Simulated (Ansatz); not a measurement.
# C₃H₅NO: one species, many methods

The task here is to estimate one member of a computed series from the others.

Program: Ansatz 0.2.0, Gaussian basis. Level of theory: functionals in def2-TZVPP, the program's frozen cores in correlated methods. These are calculated values, not measurements.

Plan: LDA (SPW92), PBE-D4, revPBE-D4, BLYP-D4, r2SCAN-D4, B97M-V, PBE0-D4, B3LYP-D4, r2SCANh-D4, r2SCAN0-D4, HSE06-D4, BHLYP-D4, CAM-B3LYP-D4, LC-ωPBE, ωB97X-V, ωB97M-V, B2PLYP, PBE-QIDH; CCSD(T)/def2-SVP; CCSD(T)/def2-TZVPP; MP2/def2-QZVPP; extrapolation to the limit; RPA on PBE.

## The geometry

An earlier PBE0-D4 in a triple-zeta def2 set relaxation fixed the geometry.

SMILES `CC(N)=C=O`, 10 atoms, charge 0, spin multiplicity 1.

Atoms are counted from 1 here; the program's logs count them from 0.

Bond lengths: C1–C2 1.495 Å, C1–H6 1.094 Å, C1–H7 1.094 Å, C1–H8 1.092 Å, C2–N3 1.431 Å, C2–C4 1.316 Å, N3–H9 1.010 Å, N3–H10 1.010 Å, C4–O5 1.163 Å. Angles: C2–C1–H6 110.5°, C2–C1–H7 110.5°, C2–C1–H8 111.6°, H6–C1–H7 107.7°, H6–C1–H8 108.2°, H7–C1–H8 108.2°, C1–C2–N3 119.5°, C1–C2–C4 122.2°, N3–C2–C4 118.3°, C2–N3–H9 113.8°, C2–N3–H10 113.8°, H9–N3–H10 109.6°, C2–C4–O5 178.1°.

As a file:

```mol
C3H5NO
  3D, bonds by distance, orders not assigned

 10  9  0  0  0  0  0  0  0  0999 V2000
   -1.1357   -0.5137    0.3930 C   0  0
    0.1215    0.0997   -0.1349 C   0  0
    1.3351   -0.0254    0.6131 N   0  0
    0.1552    0.7577   -1.2740 C   0  0
    0.2219    1.3447   -2.2760 O   0  0
   -1.3866   -0.0932    1.3717 H   0  0
   -1.0129   -1.5940    0.5170 H   0  0
   -1.9802   -0.3418   -0.2778 H   0  0
    2.0587   -0.5412    0.1326 H   0  0
    1.7061    0.8562    0.9384 H   0  0
  1  2  8  0
  2  3  8  0
  2  4  8  0
  4  5  8  0
  1  6  8  0
  1  7  8  0
  1  8  8  0
  3  9  8  0
  3 10  8  0
M  END
```

The first run:

The input, in.yaml:

```yaml
crystal:
  periodic: [false, false, false]
  atoms:
    - {symbol: C, position_ang: [-1.135719, -0.513737, 0.393016]}
    - {symbol: C, position_ang: [0.121529, 0.099707, -0.134915]}
    - {symbol: N, position_ang: [1.335142, -0.025379, 0.613052]}
    - {symbol: C, position_ang: [0.155154, 0.757714, -1.274027]}
    - {symbol: O, position_ang: [0.221945, 1.344724, -2.276004]}
    - {symbol: H, position_ang: [-1.386571, -0.093249, 1.371671]}
    - {symbol: H, position_ang: [-1.012868, -1.594014, 0.516980]}
    - {symbol: H, position_ang: [-1.980174, -0.341821, -0.277800]}
    - {symbol: H, position_ang: [2.058682, -0.541213, 0.132568]}
    - {symbol: H, position_ang: [1.706079, 0.856168, 0.938359]}
basis:
  gaussian: {orbitals: def2-TZVPP}
hamiltonian: {xc: lda}
output: {orbitals: {seedname: orbitals}}
```

Started as:

```sh
$ ansatz run in.yaml --threads 2 --pin off --events-out ev --progress --plain --max-ram 4352MiB
```

Among the steps run: LDA; PBE-D4 (GGA); revPBE-D4 (GGA); BLYP-D4 (GGA); r2SCAN-D4 (meta-GGA); B97M-V (meta-GGA); B3LYP-D4 (hybrid); r2SCANh-D4 (hybrid); r2SCAN0-D4 (hybrid); HSE06-D4 (hybrid); BHLYP-D4 (hybrid); CAM-B3LYP-D4 (range-separated); LC-ωPBE (range-separated); ωB97X-V (range-separated); ωB97M-V (range-separated); B2PLYP (double hybrid); PBE-QIDH (double hybrid).

One table of the session follows, with a row left open; its other results are not shown here.

It belongs to the step «Frontier levels by functional». 

```
  functional  HOMO (eV)  gap (eV)
 LDA (SPW92)      -5.24      3.05
      PBE-D4      -5.09      3.17
   revPBE-D4      -5.02      3.21
     BLYP-D4      -4.98      3.19
   r2SCAN-D4      -5.28      3.61
      B97M-V      -5.34      3.83
     PBE0-D4      -6.31      5.52
    B3LYP-D4      -6.13      5.05
  r2SCANh-D4      -5.75      4.49
  r2SCAN0-D4      -6.45      5.80
    HSE06-D4      -5.91      4.73
    BHLYP-D4      -7.46      7.90
CAM-B3LYP-D4      -7.67      8.06
     LC-ωPBE          ?         ?
     ωB97X-V      -8.62     10.19
     ωB97M-V      -8.52      9.98
```

Q: Estimate the row for LC-ωPBE from the others.

The run gave: HOMO (eV): -8.97; gap (eV): 10.63. In the column «HOMO (eV)» it is the lowest.
